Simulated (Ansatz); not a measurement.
# Al2 (charge +1): a ladder of basis sets

Computed with the Ansatz DFT code, driven from Python.

Contents of `al2.xyz`:
```text
2

Al    0.00000    0.00000    0.00000
Al    0.00000    0.00000    2.49000
```

At the Python prompt:
```pycon
>>> import ansatz as az
>>> al2 = az.Crystal.molecule_from_extxyz("al2.xyz")
>>> base = al2.calculation().functional("B3LYP", dispersion="d4").charge(1).spin("collinear", total=1)
>>> energies = {}
>>> for basis in ["STO-3G", "6-31G", "6-31G*", "def2-SVP", "def2-SVPD", "def2-TZVP", "def2-TZVPP"]:
...     summary = base.basis(gaussian=basis).run().report
...     size = summary["n_frozen"] + summary["n_occupied"][0] + summary["n_virtual"][0]
...     energies[basis] = (summary["reference_energy_ev"] / 27.211386246, summary["free_energy_ev"] / 27.211386246)
...     print(f"{basis:14s} {size:4d} orbitals  reference {energies[basis][0]:14.6f} Ha  total {energies[basis][1]:14.6f} Ha")
...
STO-3G           18 orbitals  reference    -478.763374 Ha  total    -478.767007 Ha
6-31G            26 orbitals  reference    -484.529236 Ha  total    -484.532869 Ha
6-31G*           38 orbitals  reference    -484.540881 Ha  total    -484.544514 Ha
def2-SVP         36 orbitals  reference    -484.407836 Ha  total    -484.411469 Ha
def2-SVPD        48 orbitals  reference    -484.410420 Ha  total    -484.414053 Ha
def2-TZVP        74 orbitals  reference    -484.582033 Ha  total    -484.585666 Ha
def2-TZVPP       84 orbitals  reference    -484.582097 Ha  total    -484.585730 Ha
>>> last = energies["def2-TZVPP"][1]
>>> for basis, (_, total) in energies.items():
...     print(f"{basis:14s} lies {27.211386 * (total - last):9.4f} eV above def2-TZVPP")
...
STO-3G         lies  158.3355 eV above def2-TZVPP
6-31G          lies    1.4384 eV above def2-TZVPP
6-31G*         lies    1.1215 eV above def2-TZVPP
def2-SVP       lies    4.7419 eV above def2-TZVPP
def2-SVPD      lies    4.6715 eV above def2-TZVPP
def2-TZVP      lies    0.0017 eV above def2-TZVPP
def2-TZVPP     lies    0.0000 eV above def2-TZVPP
```

Against STO-3G: 6-31G -5765.9 mHa, 6-31G* -5777.5 mHa, def2-SVP -5644.5 mHa, def2-SVPD -5647.0 mHa, def2-TZVP -5818.7 mHa and def2-TZVPP -5818.7 mHa. The last step alone is -0.06 mHa (these two sets differ little on atoms other than hydrogen).

Caveats:
- The drop along the ladder measures the basis error, and is no property of the molecule.
- The geometry is a force-field or estimated start, not a minimum of this method, and the last set is no limit. Much of the fall in a total is atomic energy, which cancels in bond and reaction energies.
- The species is open-shell (spin multiplicity 2).
- Total less reference energy is the dispersion correction.
- b3lyp holds the VWN-RPA fit, as in Gaussian; the form of ORCA and Turbomole is b3lyp5.
- Totals across families of basis sets mostly measure their core functions.
- The spin state was assumed, and another may lie lower.
- The whole script took 41 s on 1 thread of Arm Neoverse V1, with other jobs on the host, peak memory 0.25 GiB.
